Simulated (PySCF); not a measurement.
Consider formate, `O=C[O-]` ([CHO2]-). Atom numbers as in the mapped SMILES `[O:1]=[CH:2][O-:3]`.

Level of theory: PBE0-D3(BJ)/ma-def2-TZVP single points in PySCF, grid level 2; every species was optimised with PBE0-D3(BJ)/ma-def2-SVP. The prefix ma- adds one diffuse s and one diffuse p function on all atoms but H. Thermal corrections: PBE0-D3(BJ)/ma-def2-SVP frequencies, unscaled, ideal gas at 298.15 K and 1 bar, quasi-RRHO entropy.

(1) What are the vertical and the adiabatic detachment energy for forming the radical?

(2) Where does the unpaired spin of the relaxed radical sit?

(3) How far is −ε(HOMO) from the vertical value by ΔSCF?

Answers

(1) 3.65 eV vertical and 3.27 eV adiabatic, the latter with zero-point energy.

(2) O1 (carboxylate-type oxygen) 0.52, H (on C2) 0.30, O3 (carboxylate-type oxygen) 0.24 (intrinsic atomic orbital populations). This structure is symmetry-broken (see the note below).

(3) −ε(HOMO) = 1.17 eV, which is 2.48 eV below the ΔSCF value.

Known limits: O1 and O3 are equivalent in the parent, but the relaxed radical is symmetry-broken (C2v to Cs), which is often an artefact of the method; its spin populations, distances and adiabatic value belong to that structure, while photoelectron spectra of formate point to a C2v radical.
